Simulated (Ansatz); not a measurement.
C2H6FNO (`CNC(O)F`). Charge 0, multiplicity 1.

Cartesian coordinates in Å:
```
C -0.173 -1.252 -0.429
N -0.670 0.104 -0.255
C 0.269 1.062 0.182
O 0.699 0.811 1.473
F 1.429 1.071 -0.569
H 0.557 -1.348 -1.240
H 0.304 -1.583 0.493
H -1.016 -1.914 -0.629
H -1.154 0.437 -1.077
H -0.167 2.064 0.074
H -0.078 0.549 1.977
```

Question: Give the diagnostics of a CCSD(T)/def2-TZVPP run (frozen core, Ansatz 0.2.0). (Estimate.)

Answer: Computed: T1 = 0.0109, largest single amplitude 0.010, largest double 0.013, (T) share of the correlation energy 3.5 %, 9 CCSD cycles. The RHF solution is stable towards an unrestricted one. T1 lies under the customary mark of 0.02 for closed shells.
